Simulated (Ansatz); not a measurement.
**C2H4: state-averaged CASSCF**

Program: Ansatz, Gaussian basis, development build. State-averaged CASSCF with equal weights; occupations are averaged over the states; levels count from the state that is lowest in CASSCF. CASSCF levels without dynamic correlation can be off by over 1 eV. No symmetry is imposed, so a solution can break that of the shape. Lower solutions, or ones in other orbitals, may exist.

Geometry:

```xyz
6

C     0.0000    0.0000    0.6695
C     0.0000    0.0000   -0.6695
H    -0.2404    0.8972    1.2321
H     0.2404   -0.8972    1.2321
H     0.2404    0.8972   -1.2321
H    -0.2404   -0.8972   -1.2321
```

Basis cc-pVDZ, nonrelativistic, 2 orbitals frozen in the corrections; active space CAS(4,4). Averaged: 1 singlet, 1 triplet.

Problem. Give the levels in order, with their spins.

Solution. 

```tsv
state	CASSCF (eV)
singlet	0.000
triplet	3.450
```

Occupations: 1.98, 1.44, 0.56, 0.02.

Same geometry.

Basis cc-pVDZ, nonrelativistic, 2 orbitals frozen in the corrections; active space CAS(4,4). Averaged: 1 singlet, 1 triplet, 1 quintet.

Problem. Give the levels in order, with their spins.

Solution. 

| state | CASSCF (eV) |
| --- | --- |
| singlet | 0.000 |
| triplet | 3.398 |
| quintet | 14.468 |

Occupations: 1.66, 1.29, 0.71, 0.34.

Geometry:

```xyz
6

C     0.0000    0.0000    0.6695
C     0.0000    0.0000   -0.6695
H    -0.3555    0.8582    1.2321
H     0.3555   -0.8582    1.2321
H     0.3555    0.8582   -1.2321
H    -0.3555   -0.8582   -1.2321
```

Basis cc-pVDZ, nonrelativistic, 2 orbitals frozen in the corrections; active space CAS(2,2). Averaged: 3 singlets.

Problem. Give the levels in order.

Solution. 

```csv
state,CASSCF (eV)
singlet,0.000
singlet,6.390
singlet,9.537
```

Occupations: 1.00, 1.00.
